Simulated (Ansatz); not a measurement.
Geometry optimisation, Ansatz, RKS PBE-D4/def2-SVP.

Input file:

```yaml
crystal:
  periodic: [false, false, false]
  atoms:
    - { symbol: B, position_ang: [0.0, 0.0, 0.0] }
    - { symbol: "N", position_ang: [0.0, 0.0, 1.55] }
    - { symbol: H, position_ang: [-0.877, -0.2713, 2.08] }
    - { symbol: H, position_ang: [0.877, 0.2713, 2.08] }
    - { symbol: H, position_ang: [1.0305, 0.0, -0.595] }
    - { symbol: Cl, position_ang: [-1.6108, 0.0, -0.93] }
basis:
  gaussian: { orbitals: def2-SVP }
hamiltonian:
  xc: pbe
  dispersion: d4
relax:
  f_tol: 0.02
  max_steps: 40
output:
  orbitals: {}
```

Launched with:

```bash
$ ansatz run input.yaml --threads 1 --pin off --max-ram 2048MiB --backend cpu --events-out ev --progress --plain --runs-dir out
```

Problem. Where does it end, and by what steps?

Solution. The run converged. After 5 steps the energy has fallen by 0.627 eV; H4 moved furthest, 0.21 Å.

```
step  energy less start (eV)  largest force component (eV/Å)  accepted
   0                  0.0000                           3.699       yes
   1                 -0.5224                           1.549       yes
   2                 -0.5940                           1.464       yes
   3                 -0.6222                           0.324       yes
   4                 -0.6268                           0.066       yes
   5                 -0.6272                           0.011       yes
```

```xyz
6
Properties=species:S:1:pos:R:3
B -0.013 0.016 0.068
N -0.016 -0.002 1.463
H -0.868 -0.091 2.020
H 0.841 0.075 2.010
H 1.024 0.124 -0.552
Cl -1.548 -0.122 -0.823
```

The run took 9.2 s on 1 thread of Arm Neoverse V1 (shared host), peak memory 0.12 GiB.
